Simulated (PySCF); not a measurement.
Species: pentanal, C5H10O.
SMILES: `C(=O)CCCC`

A PySCF run (density fitting, gas phase, GFN2-xTB geometry) gave HOMO -7.13 eV, LUMO -0.75 eV, dipole 2.65 D and E = -271.726 Eh.

Problem. Which of these levels was it?
A. CAM-B3LYP/def2-SVPD
B. wB97X-D/def2-SVPD
C. B3LYP/pcseg-1
D. PBE0/pcSseg-1

Solution. C. It is B3LYP/pcseg-1. All candidates on this geometry:

| level and settings | kind | basis functions | SCF cycles | E (Eh) | HOMO (eV) | LUMO (eV) | dipole (D) |
| --- | --- | --- | --- | --- | --- | --- | --- |
| B3LYP/pcseg-1, energy threshold 1e-11 Eh | global hybrid | 134 | 12 | -271.7263 | -7.13 | -0.75 | 2.65 |
| PBE0/pcSseg-1 | global hybrid | 152 | 14 | -271.4153 | -7.38 | -0.48 | 2.68 |
| CAM-B3LYP/def2-SVPD | range-separated hybrid | 203 | 12 | -271.4424 | -8.93 | 0.56 | 2.85 |
| wB97X-D/def2-SVPD, grid level 1, fitting basis def2-universal-jkfit | range-separated hybrid | 203 | 10 | -271.4994 | -9.38 | 1.25 | 2.83 |

The nearest other candidate, by the summed differences of HOMO and LUMO, is PBE0/pcSseg-1: its HOMO differs by -0.25 eV and its LUMO by +0.27 eV. wB97X-D ran without the empirical dispersion term, which would shift the total energy alone. Cycle counts include a coarse-grid stage where the run had one.

The values belong to the conformer `[CH3:1][CH2:2][CH2:3][CH2:4][CH:5]=[O:6]`: C1–C2–C3–C4 180°, C2–C3–C4–C5 180°, C3–C4–C5–O6 0°.
